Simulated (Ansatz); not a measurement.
Worked example: correlation energy of C$_{2}$H$_{7}$N, singlet

Geometry: MP2(full)/6-31G*, from the G2/97 set.

```yaml
atoms:
  - { symbol: C, position_ang: [1.2512, -0.3695, 0.0000] }
  - { symbol: C, position_ang: [0.0412, 0.5600, 0.0000] }
  - { symbol: N, position_ang: [-1.2641, -0.1034, 0.0000] }
  - { symbol: H, position_ang: [2.1905, 0.1926, 0.0000] }
  - { symbol: H, position_ang: [1.2430, -1.0137, 0.8849] }
  - { symbol: H, position_ang: [1.2430, -1.0137, -0.8849] }
  - { symbol: H, position_ang: [0.0758, 1.2150, -0.8765] }
  - { symbol: H, position_ang: [0.0758, 1.2150, 0.8765] }
  - { symbol: H, position_ang: [-1.3311, -0.7143, 0.8131] }
  - { symbol: H, position_ang: [-1.3311, -0.7143, -0.8131] }
```

Basis 6-31G; Ansatz 0.2.0. Only valence electrons are correlated (noble-gas cores frozen), which leaves 20 electrons in 38 orbitals. Prefix R: restricted or restricted open-shell reference.

Full CI isn't at hand for all of this; RCCSDT(Q) serves as the reference, and is uncertain by about the last step of the cluster series.

Runs differ by some tens of microhartree through their thresholds, so steps under 0.03 kcal/mol mean nothing.

| level | total energy (hartree) |
| --- | --- |
| RHF | -134.188633 |
| RMP2 | -134.484608 |
| RCCSD | -134.521788 |
| RCCSD(T) | -134.528308 |
| RCCSDT | -134.528791 |
| RCCSDT(Q) | -134.529373 |

What is the correlation energy at RCCSDT(Q), and what share of it do RMP2 and RCCSDT recover?

E(corr) = -134.529373 − (-134.188633) = -0.340740 hartree = -9.272 eV. RMP2: -0.295975 / -0.340740 = 86.86 %. RCCSDT: -0.340158 / -0.340740 = 99.83 %.

By how many kcal/mol does RCCSD(T) miss RCCSDT(Q) (1 hartree = 627.509 kcal/mol), and which steps make up the rest?

-134.528308 − (-134.529373) = 0.001065 hartree = 0.67 kcal/mol. Steps: RCCSDT − RCCSD(T) = -0.30, RCCSDT(Q) − RCCSDT = -0.37 kcal/mol. That is within 1 kcal/mol of the reference in this basis, which itself misses far more of the correlation at the basis-set limit.
